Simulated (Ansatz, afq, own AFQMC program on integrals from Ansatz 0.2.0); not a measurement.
AuSiH3, singlet in def2-SVP, levels against CCSDT(Q)

| atom | x (Å) | y (Å) | z (Å) |
| --- | --- | --- | --- |
| Au | -0.2593 | 0.0017 | 0.0015 |
| Si | 1.5927 | -0.0102 | -0.0089 |
| H | 2.0869 | -1.4124 | -0.0066 |
| H | 2.1072 | 0.6904 | 1.1972 |
| H | 2.0935 | 0.6816 | -1.2258 |

Connectivity, by distances: Au–SiH3.

Basis def2-SVP with its core potentials. Noble-gas cores (and the filled d shells of Ga–Kr and In–Xe) are frozen. Ansatz 0.2.0 and our own AFQMC program on the same integrals; the CISD trial comes from CCSD amplitudes, and released means the phaseless constraint is let go. Uncertainties: one standard error, sampling alone. No spin–orbit coupling. The metal's outer-core s and p shells are frozen, which shifts wave-function levels against functionals.

Determinant: RHF, the one that the program's search chose, which needn't be the lowest solution. The geometry is a point of a scan.

No full CI on the walks' own integrals is used here; CCSDT(Q) serves as the reference and is uncertain by about the last step of the cluster series.

Cautions: no spin-orbit coupling; outer-core shells of the metal frozen; higher spins were not checked.

```
T1 diagnostic                               : 0.0153
weight of the determinant in the CISD state : 0.854
size of the correlated space                : 18 electrons in 56 orbitals
```

```tsv
level	correlation energy (eV)
MP2	-11.5176
CCSD	-11.3745
CCSD(T)	-11.6545
```

Problem. Estimate where AFQMC with the constraint released lies against CCSD(T) on the same integrals.

Solution. 18.1 ± 11.9 meV below CCSD(T). The gap is under twice the noise, so this walk alone can't tell the two apart.

Reference: CCSDT(Q), correlation energy -11.674 eV. The released energy is read at 2.60 1/Eh (meV from the phaseless value at times in 1/Eh: -2 ± 4 at 0.24, -8 ± 5 at 0.60, -15 ± 6 at 1.20, -3 ± 9 at 1.80, -1 ± 12 at 2.60).

```json
{"level": "CCSD(T)", "E − E(reference) (meV)": "19.7", "share of correlation (%)": "99.83"}
{"level": "CCSDT", "E − E(reference) (meV)": "18.8", "share of correlation (%)": "99.84"}
{"level": "ph-AFQMC/HF", "E − E(reference) (meV)": "-59.6 ± 31.0", "share of correlation (%)": "100.51"}
{"level": "ph-AFQMC/CISD", "E − E(reference) (meV)": "2.8 ± 6.2", "share of correlation (%)": "99.98"}
{"level": "released AFQMC", "E − E(reference) (meV)": "1.6 ± 11.9", "share of correlation (%)": "99.99"}
```

A walk keeps the symmetry of its determinant, which the program's search chose and which needn't be the lowest solution, so a lower state of the same spin and another symmetry isn't excluded. Released energies are given only where the last usable release times agree within the noise; a slower fall can still hide under it.
